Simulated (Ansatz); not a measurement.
**Relaxing a trial structure of CH2SSi**

The starting geometry of this gas-phase singlet was optimised with GFN2-xTB; its bonds are those of `[SiH]C=S`.

```json
{"atom": "C", "x (Å)": "-1.3517", "y (Å)": "-1.0931", "z (Å)": "-0.3453"}
{"atom": "S", "x (Å)": "-1.5462", "y (Å)": "-0.4232", "z (Å)": "1.1478"}
{"atom": "Si", "x (Å)": "-2.8251", "y (Å)": "-1.1657", "z (Å)": "-1.4681"}
{"atom": "H", "x (Å)": "-3.3948", "y (Å)": "-2.4822", "z (Å)": "-1.1185"}
{"atom": "H", "x (Å)": "-0.3268", "y (Å)": "-1.1853", "z (Å)": "-0.7049"}
```

**Question.** Predict what becomes of its bonds when it is optimised with PBE0-D4/def2-TZVP.

**Answer.** A new bond forms, giving a structure given below by its coordinates. Contacts that close: S2–Si3 (3.00 → 2.41 Å).

The energy falls by 0.56 eV over 14 steps:

```
step  E − E(last) (eV)
   1             0.556
   2             0.451
   4             0.339
   5             0.253
   7             0.027
   8             0.002
  10             0.001
  11             0.000
  13             0.000
  14             0.000
```

Final geometry (Å):

```xyz
5

C    -1.2421   -1.0821   -0.5041
S    -1.8996   -0.4872    0.8702
Si   -2.9354   -0.9800   -1.2487
H    -3.1760   -2.4656   -0.9823
H    -0.1916   -1.3346   -0.6241
```

Frequencies at the end are all real (lowest 300 cm⁻¹). Run with Ansatz 0.2.0, 41 s on 2 threads of Intel(R) Xeon(R) Processor @ 2.50GHz (Skylake/Cascade Lake), on a shared host.
